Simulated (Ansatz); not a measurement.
Species: C4H5, charge 0, doublet. C4H5 (SMILES [C]1=CCC1, doublet).
B3LYP-D3(BJ)/def2-TZVP minimum from Ansatz (a first-principles code):
```
C
H 1 1.0917
H 1 1.0917 2 110.51
C 1 1.5310 2 114.80 3 -131.78
C 4 1.3243 1 90.43 2 -115.15
H 4 1.0784 5 136.65 1 180.00
C 5 1.5102 4 98.96 6 180.00
H 7 1.0894 5 115.96 4 114.41
H 7 1.0894 8 109.91 5 -133.96
```
Charge 0, spin multiplicity 2.

Total energies in cc-pVDZ, 21 correlated electrons, 4 frozen orbitals. Open shells are spin-unrestricted; no spin-orbit coupling. Cores are frozen in correlated methods. No relativity. The UHF reference of C4H5 ([C]1=CCC1, doublet) is spin-contaminated (<S^2> up to 0.19 over the pure value in the sets run).

```csv
method,program,energy (Eh),minus CCSDT(Q) (mEh)
HF,Ansatz,-154.26601,575.24
MP2,Ansatz,-154.76625,75.00
CCSD,Ansatz,-154.81762,23.63
CCSD(T),Ansatz,-154.83831,2.94
CCSDT(Q),Ansatz,-154.84125,0.00
```

Rough core times of Ansatz's runs on a shared machine: CCSD(T) under 20 s, CCSDT(Q) 20 min.
